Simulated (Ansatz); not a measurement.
The input, for Ansatz 0.2.0:

```yaml
crystal:
  periodic: [false, false, false]
  atoms:
    - {symbol: Al, position_ang: [0.000000, 0.000000, 0.000000]}
    - {symbol: H, position_ang: [0.000000, 0.000000, 1.551000]}
basis:
  gaussian: {orbitals: aug-cc-pVDZ}
total_charge: -1
magnetization: {spin_polarized: false, initial_magnetization: 1}
correlation: {method: fic_mrcisd_q, electrons: outside_noble_gas, active_space: {window: {electrons: 3, orbitals: 3}}}
```

```sh
$ ansatz run in.yaml --threads 1 --pin off --events-out ev --progress --plain --max-ram 2393MiB
```

The program prints:

```
356 factors; integrals over basis functions are off by at most 7.1e-4 eV
mean field evaluation 1: about -6596.1990 eV, gradient 9.0e0 eV
mean field evaluation 2: about -6596.1995 eV, gradient 9.0e0 eV
mean field evaluation 4: about -6597.1566 eV, gradient 9.8e-1 eV
mean field evaluation 8: about -6597.1914 eV, gradient 4.3e-3 eV
mean field evaluation 16: about -6591.4764 eV, gradient 1.1e0 eV
mean field evaluation 32: about -6596.6774 eV, gradient 3.7e0 eV
mean field evaluation 64: about -6596.0927 eV, gradient 2.8e0 eV
mean field evaluation 96: about -6597.1911 eV, gradient 6.8e-2 eV
mean field evaluation 128: about -6597.0822 eV, gradient 2.5e0 eV
mean field -6597.19140977 eV, -242.4423125721 hartree, gradient 2.3e-6 eV, S^2 0.750000; 16 other end points of the search recorded, 0 dependent functions left out
reference -6597.19140977 eV, -242.4423125721 hartree; 8, 7 occupied and 28, 29 virtual orbitals, 356 factors
state -6597.62513712 eV, -242.4582517584 hartree
contracted CI cycle   1: correlation 0.00000000 eV, 0.0000000000 hartree, residual 8.52e0 eV
contracted CI cycle   2: correlation -1.77074254 eV, -0.0650735882 hartree, residual 1.60e0 eV
contracted CI cycle   3: correlation -1.86858202 eV, -0.0686691227 hartree, residual 5.22e-1 eV
contracted CI cycle   4: correlation -1.87963847 eV, -0.0690754396 hartree, residual 1.96e-1 eV
contracted CI cycle   5: correlation -1.88092009 eV, -0.0691225383 hartree, residual 6.35e-2 eV
contracted CI cycle   6: correlation -1.88109989 eV, -0.0691291459 hartree, residual 2.97e-2 eV
contracted CI cycle   7: correlation -1.88113407 eV, -0.0691304020 hartree, residual 1.17e-2 eV
contracted CI cycle   8: correlation -1.88113959 eV, -0.0691306047 hartree, residual 4.74e-3 eV
contracted CI cycle   9: correlation -1.88114044 eV, -0.0691306360 hartree, residual 1.73e-3 eV
contracted CI cycle  10: correlation -1.88114054 eV, -0.0691306398 hartree, residual 6.05e-4 eV
state -6597.62513712 eV, -242.4582517584 hartree; corrected -6599.65145016 eV, -242.5327173889 hartree
state -6597.53701406 eV, -242.4550132955 hartree
contracted CI cycle   1: correlation 0.00000000 eV, 0.0000000000 hartree, residual 8.01e0 eV
contracted CI cycle   2: correlation -1.82627802 eV, -0.0671144794 hartree, residual 1.84e0 eV
contracted CI cycle   3: correlation -1.94674686 eV, -0.0715416277 hartree, residual 7.66e-1 eV
contracted CI cycle   4: correlation -1.96592845 eV, -0.0722465379 hartree, residual 3.40e-1 eV
contracted CI cycle   5: correlation -1.96955476 eV, -0.0723798025 hartree, residual 1.56e-1 eV
contracted CI cycle   6: correlation -1.97033781 eV, -0.0724085789 hartree, residual 7.09e-2 eV
contracted CI cycle   7: correlation -1.97050228 eV, -0.0724146231 hartree, residual 3.19e-2 eV
contracted CI cycle   8: correlation -1.97053420 eV, -0.0724157961 hartree, residual 1.36e-2 eV
contracted CI cycle   9: correlation -1.97054057 eV, -0.0724160302 hartree, residual 5.85e-3 eV
contracted CI cycle  10: correlation -1.97054157 eV, -0.0724160671 hartree, residual 2.28e-3 eV
contracted CI cycle  11: correlation -1.97054171 eV, -0.0724160722 hartree, residual 8.72e-4 eV
state -6597.53701406 eV, -242.4550132955 hartree; corrected -6599.69316234 eV, -242.5342502831 hartree
state -6597.53701406 eV, -242.4550132955 hartree; corrected -6599.69316234 eV, -242.5342502831 hartree
WARN: the results are in doubt because another end's mean lies 0.088 eV lower, and its corrected mean 0.042 eV higher
Total energy: -6599.69316234 eV, -242.5342502831 hartree
In doubt: another end's mean lies 0.088 eV lower, and its corrected mean 0.042 eV higher
```

Natural occupations: 1.9804 1.0000 0.0196.

For the same geometry and basis full CI lies 44.2 meV higher.

Ran on 1 thread of Arm Neoverse V2, shared host: 1.6 s wall, 0.09 GiB peak host memory.
